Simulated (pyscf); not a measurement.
Single points on ωB97X-D3(BJ)/def2-SVP structures (PySCF, gas phase).

Question: F–SiH₃ (SMILES F[SiH3]) + F–C•(F)–SiH₃ (SMILES F[C](F)[SiH3]) -> SiH₄ (SMILES [SiH4]) + F–SiH₂–C•(F)–F (SMILES F[SiH2][C](F)F)
Surface: doublet. Broken: F–Si, H–Si. Formed: H–Si, F–Si. Give ΔE‡ and ΔE from ωB97M-D3(BJ)/def2-TZVP, relative to the separated reactants.

Answer: ΔE‡ = 139.9 kJ/mol, ΔE = -11.8 kJ/mol. Zero-point energy shifts the barrier by +5.9 kJ/mol. It is a four-centre exchange, with an imaginary mode of 369i cm⁻¹. This is the saddle that the search found; another between the same sides may lie lower.
